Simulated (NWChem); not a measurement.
# BN2H5 (SMILES NBN) at 6 levels

Wanted: a comparison of 6 runs (HF/def2-SVP, HF/aug-cc-pVDZ, SVWN5/3-21G, B3LYP/6-31G*, BLYP/aug-cc-pVDZ, CCSD(T)/cc-pVDZ) of BN2H5. 

The calculation is run with NWChem 7.3.0.

1 further run of the same task is left out (set aside as unsound or not needed).

## 1. Starting point

BN2H5: 8 atoms, total charge 0, spin state singlet. SMILES: `NBN`. The shape is that of a PBE0-D4/def2-TZVP optimisation.

Bond lengths: N1–B2 1.409 Å, B2–N3 1.409 Å, N1–H4 1.005 Å, N1–H5 1.002 Å, B2–H6 1.200 Å, N3–H7 1.003 Å, N3–H8 1.005 Å. Angles: N1–B2–N3 122.9°, N1–B2–H6 118.5°, N3–B2–H6 118.5°, B2–N1–H4 124.5°, B2–N1–H5 121.9°, B2–N3–H7 121.9°, B2–N3–H8 124.5°, H4–N1–H5 113.6°, H7–N3–H8 113.6°.

## 2. Energy and forces at HF/def2-SVP (run 1)

Input file run.py:

```python
from ase import Atoms
from ase.calculators.nwchem import NWChem

molecule = Atoms(['N', 'B', 'N', 'H', 'H', 'H', 'H', 'H'], positions=[
    [-0.971000, 0.516500, -0.581100],
    [0.194200, 0.386600, 0.200500],
    [0.848200, -0.845200, 0.401400],
    [-1.426800, -0.244500, -1.053400],
    [-1.423900, 1.400900, -0.713700],
    [0.649700, 1.368600, 0.718000],
    [1.676700, -0.919800, 0.960900],
    [0.545000, -1.720300, 0.011600],
])

calc = NWChem(
    label='geom',
    theory='scf',
    memory='2200 mb',
    basis='def2-SVP',
    basispar='spherical bse',
    scf={'nopen': '0', 'rhf': None, 'thresh': '1e-08', 'maxiter': '80'},
)
molecule.calc = calc

forces = molecule.get_forces()
print("Total energy (eV):", round(molecule.get_potential_energy(), 6))
print("forces (eV/A):")
for s, f in zip(molecule.symbols, forces):
    print(f"{s:2s} {f[0]:10.5f} {f[1]:10.5f} {f[2]:10.5f}")
print("dipole (e A):", molecule.get_dipole_moment().round(4))
```

Launch:

```
$ export ASE_NWCHEM_COMMAND="nwchem PREFIX.nwi > PREFIX.nwo"
$ python run.py
```

What it wrote:

```text
Total energy (eV): -3713.765028
forces (eV/A):
N    -0.40418    0.07184   -0.26559
B    -0.02916   -0.06047   -0.03240
N     0.25089   -0.40881    0.09025
H     0.15720    0.25058    0.16044
H     0.11914   -0.26847    0.02746
H     0.05728    0.12300    0.06489
H    -0.24569    0.00206   -0.17010
H     0.09457    0.29033    0.12511
dipole (e A): [-0.1089 -0.2348 -0.1237]
```

The calculator wrote geom.nwi:

```
title "geom"

permanent_dir geom

scratch_dir geom

start geom

geometry units angstrom nocenter noautosym noautoz
  N  -9.7099999999999997e-01 5.1649999999999996e-01 -5.8109999999999995e-01
  B  1.9420000000000001e-01 3.8660000000000000e-01 2.0050000000000001e-01
  N  8.4819999999999995e-01 -8.4519999999999995e-01 4.0139999999999998e-01
  H  -1.4268000000000001e+00 -2.4450000000000000e-01 -1.0533999999999999e+00
  H  -1.4238999999999999e+00 1.4009000000000000e+00 -7.1370000000000000e-01
  H  6.4970000000000006e-01 1.3686000000000000e+00 7.1799999999999997e-01
  H  1.6767000000000001e+00 -9.1979999999999995e-01 9.6089999999999998e-01
  H  5.4500000000000004e-01 -1.7202999999999999e+00 1.1599999999999999e-02
end

memory 2200 mb

basis spherical bse noprint
   * library def2-SVP
end

scf
  nopen 0
  rhf
  thresh 1e-08
  maxiter 80
end

task scf gradient
```

geom.nwo:

```text
Northwest Computational Chemistry Package (NWChem) 7.3.0
             --------------------------------------------------------

           Job information
           ---------------

    nwchem branch   = 7.3.0
    use scalapack   = T
    input           = geom.nwi
    prefix          = geom.
    data base       = geom/geom.db
    status          = startup
    nproc           =        1

           Memory information
           ------------------

    heap     =     72089594 doubles =      550.0 Mbytes
    stack    =     72089599 doubles =      550.0 Mbytes
    global   =    144179200 doubles =     1100.0 Mbytes (distinct from heap & stack)
    total    =    288358393 doubles =     2200.0 Mbytes
    verify   = yes
    hardfail = no

           Directory information
           ---------------------

  0 permanent = geom
  0 scratch   = geom

                                NWChem Input Module
                                -------------------

                                       geom
                                       ----

[... 121 lines left out ...]
 Convergence threshold     :          1.000E-08
[... 12 lines left out ...]
       Final RHF  results
[... 3 lines left out ...]
      One-electron energy =   -321.103692142643
[... 1 line left out ...]
 Nuclear repulsion energy =     68.852599803019
[... 30 lines left out ...]
                       ROHF Final Molecular Orbital Analysis
[... 185 lines left out ...]
     1   1 0 0     -0.205857      0.000000      0.249633
[... 8 lines of this table left out ...]
     2   0 0 2    -14.538148      0.000000     24.106834

                              NWChem Gradients Module
                              -----------------------

                                       geom

  wavefunction    =   RHF

                         RHF ENERGY GRADIENTS

    atom               coordinates                        gradient
                 x          y          z           x          y          z
   1 N      -1.834924   0.976043  -1.098120    0.007860  -0.001397   0.005165
   2 B       0.366985   0.730568   0.378890    0.000567   0.001176   0.000630
   3 N       1.602866  -1.597196   0.758536   -0.004879   0.007950  -0.001755
[... 4 lines of this table left out ...]
   8 H       1.029901  -3.250896   0.021921   -0.001839  -0.005646  -0.002433

                 ----------------------------------------
                 |  Time  |  1-e(secs)   |  2-e(secs)   |
                 ----------------------------------------
                 |  CPU   |       0.00   |       0.75   |
                 ----------------------------------------
                 |  WALL  |       0.00   |       0.75   |
                 ----------------------------------------

 Task  times  cpu:        4.3s     wall:        4.3s
 Total times  cpu:        4.4s     wall:        4.4s
```

Wall time 6.6 s (1 thread of Intel Xeon Platinum 8375C at 2.90GHz (Ice Lake), shared host); peak memory 0.1 GiB.

## 3. Energy and gradient at HF/aug-cc-pVDZ (run 2)

Input file bh5n2.nw:

```
start bh5n2
title "BH5N2"
memory total 2200 mb
geometry noautosym nocenter noautoz
 N    -0.971000    0.516500   -0.581100
 B     0.194200    0.386600    0.200500
 N     0.848200   -0.845200    0.401400
 H    -1.426800   -0.244500   -1.053400
 H    -1.423900    1.400900   -0.713700
 H     0.649700    1.368600    0.718000
 H     1.676700   -0.919800    0.960900
 H     0.545000   -1.720300    0.011600
end
basis spherical bse
 * library aug-cc-pVDZ
end
scf
 thresh 1e-08
 maxiter 80
 noprint "final vectors analysis"
end
task scf gradient
```

Launch:

```
$ nwchem bh5n2.nw > bh5n2.out
```

What it wrote:

```text
[...]
  functions       =   114
[...]
  wavefunction    = RHF
[...]
         Total SCF energy =   -136.601297579857
      One-electron energy =   -321.086319212002
      Two-electron energy =    115.632421829125
 Nuclear repulsion energy =     68.852599803019
        Time for solution =     28.5s
[...]
                         RHF ENERGY GRADIENTS
    atom               coordinates                        gradient
                 x          y          z           x          y          z
   1 N      -1.834924   0.976043  -1.098120    0.010844  -0.001639   0.007185
   2 B       0.366985   0.730568   0.378890   -0.000892  -0.001968  -0.001028
   3 N       1.602866  -1.597196   0.758536   -0.006490   0.011149  -0.002216
   4 H      -2.696261  -0.462038  -1.990637   -0.004061  -0.006288  -0.004107
   5 H      -2.690781   2.647317  -1.348697   -0.003777   0.007408  -0.001098
   6 H       1.227755   2.586279   1.356823   -0.000287  -0.000610  -0.000323
   7 H       3.168504  -1.738170   1.815838    0.006991  -0.000602   0.004728
   8 H       1.029901  -3.250896   0.021921   -0.002328  -0.007450  -0.003142
[...]
```

Wall time 37 s (1 thread of Intel Xeon Platinum 8375C at 2.90GHz (Ice Lake), shared host); peak memory 0.1 GiB.

Runs 3 to 5 aren't shown in full; the table further down has their settings and results.

## 4. A single-point energy at CCSD(T)/cc-pVDZ (run 6)

Input file nw.nw:

```
start nw
memory stack 880 mb heap 220 mb global 1100 mb

geometry units angstrom noautosym nocenter noautoz
N    -0.971000    0.516500   -0.581100
B     0.194200    0.386600    0.200500
N     0.848200   -0.845200    0.401400
H    -1.426800   -0.244500   -1.053400
H    -1.423900    1.400900   -0.713700
H     0.649700    1.368600    0.718000
H     1.676700   -0.919800    0.960900
H     0.545000   -1.720300    0.011600
end

basis spherical bse
* library cc-pVDZ
end

scf
nopen 0
rhf
thresh 1e-08
maxiter 80
noprint "final vectors analysis"
end

ccsd
freeze core 3
maxiter 60
end

task ccsd(t) energy
```

Launch:

```
$ nwchem nw.nw > nw.out
```

What it wrote:

```text
[...]
  functions       =    67
[...]
  wavefunction    = RHF
[...]
         Total SCF energy =   -136.586795241480
      One-electron energy =   -321.288822633675
      Two-electron energy =    115.849427589176
 Nuclear repulsion energy =     68.852599803019
        Time for solution =      7.9s
[...]
 Total MP2 energy:           -137.017357912895676
[...]
             energy      energy      error      ampl     ampl      Block
                                                time     time      time
[...]
 Total CCSD energy:           -137.049620816812393
[...]
 Total CCSD+T(CCSD) energy:           -137.061785636296520
[...]
 Total CCSD(T) energy:                -137.061305514831105
[...]
```

Wall time 46 s (1 thread of Intel Xeon Platinum 8375C at 2.90GHz (Ice Lake), shared host); peak memory 0.16 GiB.

## 5. The series

| run | level | iteration cap | module | energy (Eh) | dipole moment (D) | largest force (eV/Å) | wall time |
| --- | --- | --- | --- | --- | --- | --- | --- |
| 1 | HF/def2-SVP | 80 | scf | -136.478349 | 1.38 | 0.489 | 6.6 s |
| 2 | HF/aug-cc-pVDZ | 80 | scf | -136.601298 | 1.21 | 0.674 | 37 s |
| 3 | SVWN5/3-21G | 100 | dft | -135.480649 | 1.83 | 0.983 | 5.4 s |
| 4 | B3LYP/6-31G* (spherical functions) | 100 | dft | -137.436067 | 1.49 | 0.263 | 19 s |
| 5 | BLYP/aug-cc-pVDZ | 100 | dft | -137.407934 | 1.34 | 0.607 | 35 s |
| 6 | CCSD(T)/cc-pVDZ | 80 | ccsd(t) | -137.061306 | – | – | 46 s |

## 6. Outcome

| quantity | value |
| --- | --- |
| run 6: total energy | -137.06131 Eh |
| run 6: correlation energy (3 core orbitals frozen) | -474.5 mEh |
| run 6: (T) correction | -11.68 mEh |

In words: Over runs 1, 2, 3, 4, 5 the dipole moment (its size) runs from 1.21 D (HF/aug-cc-pVDZ) to 1.83 D (SVWN5/3-21G). The two ends differ in method and basis. Totals of different functionals can't be ranked against each other. All runs together took 2.5 min, the longest 46 s.
